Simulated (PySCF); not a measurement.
## Continuum solvent and chemical shifts

Numbering as in the mapped SMILES `[CH2:1]=[CH:2][P:3]([CH3:4])[CH3:5]`. Each H is labelled by its parent atom. Ha(C1) is cis to P3; Hb(C1) is trans to P3.

GIAO PBE0/pcSseg-1 in PySCF 2.14 on one PBE0-D3(BJ)/def2-SVP conformer, non-relativistic, equivalent nuclei averaged. Solvents enter as an IEF-PCM continuum (chloroform with ε = 4.7, dichloromethane with ε = 8.9) around the gas-phase geometry. Shifts are referred to TMS, PH3 computed in the same medium.

In chloroform, δ in ppm: C2 153.9, C1 127.6, C4/C5 14.2, P3 208.1, H(C2) 6.59, Hb(C1) 5.92, Ha(C1) 5.55, H(C4)/H(C5) 1.10. Dipole moment 1.54 D.

Question: How does each δ change in the more polar medium?

Answer: 
```
      atoms                              environment  Δδ, dichloromethane
         C2                                alkene CH                 +0.1
         C1                     terminal =CH2 carbon                 +0.4
      C4/C5                methyl carbon bonded to P                  0.0
         P3                 phosphorus bonded to 3 C                 +0.2
      H(C2)                 hydrogen on an alkene CH                +0.02
     Hb(C1)       hydrogen on a terminal =CH2 carbon                +0.03
     Ha(C1)       hydrogen on a terminal =CH2 carbon                +0.03
H(C4)/H(C5)  hydrogen on a methyl carbon bonded to P                +0.02
```

Changes are relative to chloroform. The dipole moment becomes 1.61 D in dichloromethane.

Question: Which nuclei move most (in ppm), and what does the model miss?

Answer: C1 (terminal =CH2 carbon, +0.4 ppm) in dichloromethane. A continuum only polarises the solute; specific hydrogen bonds, the anisotropy of aromatic solvents and changes of geometry or conformer are outside it.
